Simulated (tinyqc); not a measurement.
RKS/BP86 in the sto-6g basis, for H2O, spin multiplicity 1, step by step. One step of it, computed by the program tinyqc.

Question. Iteration 1: diagonalisation and new density. Diagonalise F' = X^T F X, C = X C', fill 5 alpha and 5 beta electrons from the bottom; D = 2 C_occ C_occ^T. Each column has its largest component positive (the first on a tie).

Kohn-Sham matrix F (hartree), order 1O 1s, 1O 2s, 1O 2px, 1O 2py, 1O 2pz, 2H 1s, 3H 1s:
```
[[-17.329137, -4.290078, 0.000000, -0.000596, -0.015006, -1.047332, -0.996728],
 [-4.290078, -1.203739, 0.000000, -0.005767, -0.199143, -0.560932, -0.541110],
 [0.000000, 0.000000, 0.571283, 0.000000, 0.000000, 0.000000, 0.000000],
 [-0.000596, -0.005767, 0.000000, 0.390043, -0.002696, -0.154566, 0.150698],
 [-0.015006, -0.199143, 0.000000, -0.002696, 0.496589, -0.159480, -0.156499],
 [-1.047332, -0.560932, 0.000000, -0.154566, -0.159480, -0.263114, -0.216047],
 [-0.996728, -0.541110, 0.000000, 0.150698, -0.156499, -0.216047, -0.251834]]
```

X, order 1O 1s, 1O 2s, 1O 2px, 1O 2py, 1O 2pz, 2H 1s, 3H 1s:
```
[[-0.294328, 0.036707, 0.764650, 0.000000, -0.607001, -0.002273, 0.159051],
 [1.191927, -0.120187, -0.267344, 0.000000, -0.266082, -0.004793, 0.437797],
 [0.000000, 0.000000, 0.000000, 1.000000, 0.000000, 0.000000, 0.000000],
 [0.115722, 0.961705, -0.000675, 0.000000, 0.003474, 0.668545, 0.006549],
 [0.482813, -0.050393, 0.640232, 0.000000, 0.675520, -0.003892, 0.176175],
 [-0.856064, -0.777086, -0.155351, 0.000000, 0.124917, 0.368824, 0.379086],
 [-0.641055, 0.933054, -0.158627, 0.000000, 0.126545, -0.382640, 0.368619]]
```

Give: F' = X^T F X; orbital energies; coefficients C; D after iteration 1.

Answer.

F' = X^T F X (hartree):
```
[[0.4642, 0.0583, 1.1894, 0.0000, -0.9231, 0.0321, 0.4707],
 [0.0583, 0.8052, -0.1786, 0.0000, 0.1494, 0.3428, -0.0711],
 [1.1894, -0.1786, -7.7689, 0.0000, 8.0435, 0.0352, -3.5733],
 [0.0000, 0.0000, 0.0000, 0.5713, 0.0000, 0.0000, 0.0000],
 [-0.9231, 0.1494, 8.0435, 0.0000, -7.2284, -0.0356, 3.4852],
 [0.0321, 0.3428, 0.0352, 0.0000, -0.0356, 0.0092, 0.0177],
 [0.4707, -0.0711, -3.5733, 0.0000, 3.4852, 0.0177, -2.0608]]
```

orbital energies (hartree): [-17.3350, -0.4155, -0.1177, 0.4085, 0.5713, 0.7385, 0.9418]

coefficients C, order 1O 1s, 1O 2s, 1O 2px, 1O 2py, 1O 2pz, 2H 1s, 3H 1s:
```
[[0.9951, -0.1610, 0.0008, -0.2027, 0.0000, -0.0953, -0.0073],
 [0.0232, 0.4588, -0.0007, 1.0575, 0.0000, 0.6608, 0.0567],
 [0.0000, 0.0000, 0.0000, 0.0000, 1.0000, 0.0000, 0.0000],
 [0.0002, 0.0045, -0.2916, -0.0128, 0.0000, -0.0485, 1.1392],
 [0.0035, 0.1590, 0.0005, -0.3904, 0.0000, 0.9764, 0.0436],
 [-0.0062, 0.4040, -0.6401, -0.4980, 0.0000, -0.5642, -0.7190],
 [-0.0058, 0.3925, 0.6617, -0.4929, 0.0000, -0.6034, 0.6372]]
```

D after iteration 1, order 1O 1s, 1O 2s, 1O 2px, 1O 2py, 1O 2pz, 2H 1s, 3H 1s:
```
[[2.1146, -0.5302, 0.0000, 0.0036, 0.1140, 0.0585, 0.0629],
 [-0.5302, 2.6585, 0.0000, -0.0225, -0.6797, -0.6819, -0.6834],
 [0.0000, 0.0000, 2.0000, 0.0000, 0.0000, 0.0000, 0.0000],
 [0.0036, -0.0225, 0.0000, 0.1704, 0.0111, 0.3897, -0.3698],
 [0.1140, -0.6797, 0.0000, 0.0111, 0.3555, 0.5166, 0.5104],
 [0.0585, -0.6819, 0.0000, 0.3897, 0.5166, 1.6420, -0.0390],
 [0.0629, -0.6834, 0.0000, -0.3698, 0.5104, -0.0390, 1.6697]]
```
